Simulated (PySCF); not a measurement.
PySCF input (TPSSh/def2-TZVPD):

```python
from pyscf import gto, scf, dft

mol = gto.M(
    atom='''
    O     0.04506196   -0.76326742   -0.00033480
    C     0.02554004    0.62401008    0.00008452
    C     1.39881450   -1.38514142   -0.00460205
    C    -1.41891819    1.12299125    0.00459498
    H     0.56425370    1.02806812    0.88086636
    H     0.55890179    1.02852619   -0.88373893
    H     1.91752030   -0.92164996   -0.88283989
    H     1.92283869   -0.92210516    0.87071378
    H    -1.94842248    0.75240963   -0.87706723
    H    -1.94306535    0.75195111    0.88926030
    H    -1.46514037    2.21777999    0.00501936
    ''',
    basis='def2-tzvpd',
    charge=-1,
    spin=0,
    verbose=4,
)

mf = dft.RKS(mol, xc='tpssh').density_fit(auxbasis='def2-universal-jkfit')
mf.grids.level = 3
mf.conv_tol = 1e-9
mf.max_cycle = 100
mf.max_memory = 1500
mf.kernel()
if not mf.converged:
    mf = mf.newton()
    mf.kernel(mf.make_rdm1())
mf.analyze()
```

End of the output:

```
Extra cycle  E= -193.757154120806  delta_E= 4.77e-11  |g|= 1.81e-05  |ddm|= 0.000385
converged SCF energy = -193.757154120806
**** SCF Summaries ****
Total Energy =                        -193.757154120806206
Nuclear Repulsion Energy =             124.219132624179835
One-electron Energy =                 -514.453154150025853
Two-electron Energy =                  196.476867405039826
Two-electron Coulomb Energy =          224.137416446169311
DFT Exchange-Correlation Energy =      -27.660549041129492
HOMO-LUMO gap [eV] =                     1.683397233747155
**** MO energy ****
MO #1   energy= -18.839616573746   occ= 2
MO #2   energy= -9.9779307779391   occ= 2
MO #3   energy= -9.95810700370976  occ= 2
MO #4   energy= -9.87912585436536  occ= 2
MO #5   energy= -0.784752946222493 occ= 2
MO #6   energy= -0.567339998684609 occ= 2
MO #7   energy= -0.429349984120371 occ= 2
MO #8   energy= -0.377881530581689 occ= 2
MO #9   energy= -0.283413508281225 occ= 2
MO #10  energy= -0.261529627452376 occ= 2
MO #11  energy= -0.215394260167286 occ= 2
MO #12  energy= -0.204033506293003 occ= 2
MO #13  energy= -0.202097770345678 occ= 2
MO #14  energy= -0.131253328182652 occ= 2
MO #15  energy= -0.0966630519797747 occ= 2
MO #16  energy= -0.0266819912615048 occ= 2
MO #17  energy= 0.0644199549878124 occ= 2
MO #18  energy= 0.126283662794165  occ= 0
MO #19  energy= 0.157537947255821  occ= 0
MO #20  energy= 0.175968145624302  occ= 0
MO #21  energy= 0.181930460945983  occ= 0
MO #22  energy= 0.2021781063777    occ= 0
MO #23  energy= 0.215080488141938  occ= 0
MO #24  energy= 0.224648485835763  occ= 0
MO #25  energy= 0.236614601769428  occ= 0
MO #26  energy= 0.237596677850535  occ= 0
MO #27  energy= 0.247982283333809  occ= 0
MO #28  energy= 0.270721083987685  occ= 0
MO #29  energy= 0.271502723237225  occ= 0
MO #30  energy= 0.294309358504692  occ= 0
MO #31  energy= 0.300446571407759  occ= 0
MO #32  energy= 0.317076618995865  occ= 0
MO #33  energy= 0.32515379046897   occ= 0
MO #34  energy= 0.338680462482883  occ= 0
MO #35  energy= 0.344063972975944  occ= 0
MO #36  energy= 0.357225937763624  occ= 0
MO #37  energy= 0.370685957723903  occ= 0
MO #38  energy= 0.376415740479836  occ= 0
MO #39  energy= 0.379887780488769  occ= 0
MO #40  energy= 0.386245564991161  occ= 0
MO #41  energy= 0.386671568881897  occ= 0
MO #42  energy= 0.402413007144806  occ= 0
MO #43  energy= 0.406009123491098  occ= 0
MO #44  energy= 0.411885675328374  occ= 0
MO #45  energy= 0.429705422532126  occ= 0
MO #46  energy= 0.430050194213062  occ= 0
MO #47  energy= 0.446371750940382  occ= 0
MO #48  energy= 0.447442608304922  occ= 0
MO #49  energy= 0.454617312944593  occ= 0
MO #50  energy= 0.46288847543473   occ= 0
MO #51  energy= 0.467266200127307  occ= 0
MO #52  energy= 0.474186895018519  occ= 0
MO #53  energy= 0.494455088480437  occ= 0
MO #54  energy= 0.494726529623472  occ= 0
MO #55  energy= 0.510857622114732  occ= 0
MO #56  energy= 0.511077568826115  occ= 0
MO #57  energy= 0.517413073758913  occ= 0
MO #58  energy= 0.518975443636149  occ= 0
MO #59  energy= 0.525638652539823  occ= 0
MO #60  energy= 0.538622282711791  occ= 0
MO #61  energy= 0.548772304510748  occ= 0
MO #62  energy= 0.552534118268245  occ= 0
MO #63  energy= 0.561534308213151  occ= 0
MO #64  energy= 0.586498244292173  occ= 0
MO #65  energy= 0.593031533180661  occ= 0
MO #66  energy= 0.606876912107346  occ= 0
MO #67  energy= 0.621283782918124  occ= 0
MO #68  energy= 0.622741675510789  occ= 0
MO #69  energy= 0.648013033302733  occ= 0
MO #70  energy= 0.652578369070462  occ= 0
MO #71  energy= 0.657641559188489  occ= 0
MO #72  energy= 0.685445881736463  occ= 0
MO #73  energy= 0.716005052097856  occ= 0
MO #74  energy= 0.727652173665213  occ= 0
MO #75  energy= 0.73604208727539   occ= 0
MO #76  energy= 0.741363178297736  occ= 0
MO #77  energy= 0.785756832711124  occ= 0
MO #78  energy= 0.786016945295584  occ= 0
MO #79  energy= 0.799192372459277  occ= 0
MO #80  energy= 0.814308179153799  occ= 0
MO #81  energy= 0.822253823417401  occ= 0
MO #82  energy= 0.827779877204185  occ= 0
MO #83  energy= 0.831109349979854  occ= 0
MO #84  energy= 0.844443742087122  occ= 0
MO #85  energy= 0.852833546673741  occ= 0
MO #86  energy= 0.873624663540594  occ= 0
MO #87  energy= 0.887990898905443  occ= 0
MO #88  energy= 0.898023836720093  occ= 0
MO #89  energy= 0.912837566023783  occ= 0
MO #90  energy= 0.920408224730102  occ= 0
MO #91  energy= 0.941756400887158  occ= 0
MO #92  energy= 0.966553205636419  occ= 0
MO #93  energy= 1.03340167035484   occ= 0
MO #94  energy= 1.06439418454558   occ= 0
MO #95  energy= 1.08658136598019   occ= 0
MO #96  energy= 1.08881335080618   occ= 0
MO #97  energy= 1.12268034064171   occ= 0
MO #98  energy= 1.14353105503016   occ= 0
MO #99  energy= 1.19423552545477   occ= 0
MO #100 energy= 1.21602262256571   occ= 0
MO #101 energy= 1.25633913486137   occ= 0
MO #102 energy= 1.26966259084959   occ= 0
MO #103 energy= 1.32527806348635   occ= 0
MO #104 energy= 1.33296838187064   occ= 0
MO #105 energy= 1.34223104340259   occ= 0
MO #106 energy= 1.34780628652003   occ= 0
MO #107 energy= 1.36984785525816   occ= 0
[...]
```

It need not be the lowest isomer of its formula. Whether it binds its extra electron was not tested at this geometry.
